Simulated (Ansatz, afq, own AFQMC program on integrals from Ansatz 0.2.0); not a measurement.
GeH, quartet: AFQMC among the cluster methods

```yaml
atoms:
  - { symbol: Ge, position_ang: [0.0000, 0.0000, 0.0000] }
  - { symbol: H, position_ang: [0.0000, 0.0000, 4.2890] }
```

Basis cc-pVTZ. Only valence electrons are correlated. AFQMC by an in-house program on the Cholesky factors that Ansatz 0.2.0 writes for its CCSD(T) run. The CISD trial takes its coefficients from CCSD amplitudes. Released means that phaseless walkers are propagated on without the constraint, phases kept. Error bars are statistical, one sigma. No spin–orbit coupling.

Determinant: UHF, the one that the program's search chose, which needn't be the lowest solution. The geometry is a point of a scan.

Full CI on the same integrals is exact in this basis and with this determinant's frozen core.

Cautions: no relativity below Rb; no spin-orbit coupling; inner d shell frozen; lower spins were not checked.

The T1 diagnostic is 0.0083. The weight of the determinant in the CISD state is 0.944, the ⟨S²⟩ of the determinant is 3.761 and the size of the correlated space is 5 electrons in 43 orbitals.

Reference: full CI, correlation energy -1.837 eV. The released energy is read at 2.40 1/Eh (meV from the phaseless value at times in 1/Eh: -0.9 ± 1.1 at 0.24, -1.3 ± 0.8 at 0.51, -2.5 ± 0.7 at 0.99, -1.9 ± 0.9 at 1.62, -3.6 ± 0.6 at 2.40).

```csv
level,E − E(reference) (meV),share of correlation (%)
HF,1837.2,0.00
MP2,472.7,74.27
CCSD,65.3,96.45
CCSD(T),15.2,99.17
CCSDT,1.2,99.93
CCSDT(Q),0.2,99.99
CCSDTQ,0.0,100.00
ph-AFQMC/HF,70.0 ± 11.3,96.19
ph-AFQMC/CISD,3.9 ± 1.2,99.79
released AFQMC,0.3 ± 0.6,99.98
```

CCSDT and higher add their correlation energy to the determinant of the CCSD(T) run, since their own runs factorise the integrals more tightly (a shift of under 2 meV). A walk keeps the symmetry of its determinant, which the program's search chose and which needn't be the lowest solution, so a lower state of the same spin and another symmetry isn't excluded. Released energies are given only where the last usable release times agree within the noise; a slower fall can still hide under it.
